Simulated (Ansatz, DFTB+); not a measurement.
**Rhombohedral A7 Bi: properties by level of theory**

Reference values: lattice constant a 4.533 Å (measured, low temperature, zero-point motion not removed, hexagonal setting; as tabulated in Arnaud et al. (2016), arXiv:1602.08959); lattice parameter c 11.796 Å (measured, low temperature, zero-point motion not removed, hexagonal setting; as tabulated in Arnaud et al. (2016), arXiv:1602.08959).

```json
[
 {"level (code)": "GFN1-xTB as cut by DFTB+", "lattice constant a (Å)": "4.455", "c axis length (Å)": "11.973"},
 {"level (code)": "PBE-D3(BJ) (Ansatz)", "lattice constant a (Å)": "4.533", "c axis length (Å)": "11.654"},
 {"level (code)": "rVV10 (Ansatz)", "lattice constant a (Å)": "[?]", "c axis length (Å)": "[?]"},
 {"level (code)": "r²SCAN+rVV10 (Ansatz)", "lattice constant a (Å)": "[?]", "c axis length (Å)": "12.059"}
]
```

Question: Fill in the missing entries.

Answer: 
- rVV10 (Ansatz, a program for electronic structure), lattice constant a (Å): 4.617
- rVV10 (Ansatz), c axis length (Å): 12.120
- r²SCAN+rVV10 (Ansatz), lattice constant a (Å): 4.519

Differences from the reference values (errors of the level alone only where the reference is corrected to a static lattice):

```tsv
level	lattice constant a (%)	lattice parameter c (%)
GFN1-xTB as cut by DFTB+	-1.72	+1.50
PBE-D3(BJ)	0.00	-1.20
rVV10	+1.85	+2.75
r²SCAN+rVV10	-0.31	+2.23
```

Nearest: lattice constant a, not ranked (one source); lattice parameter c, not ranked (one source).

Caveats: codes differ in how they cut the long-range tail of xTB's charge interaction in a crystal, so the value belongs to this code (GFN1-xTB as cut by DFTB+); the method was fitted mainly to molecules (GFN1-xTB as cut by DFTB+). Ansatz's density-functional and Hartree–Fock values are scalar-relativistic unless marked +SOC, with PAW data made under PBE.

Differences are worked out from the printed values.

Static lattice: no zero-point or thermal effects.
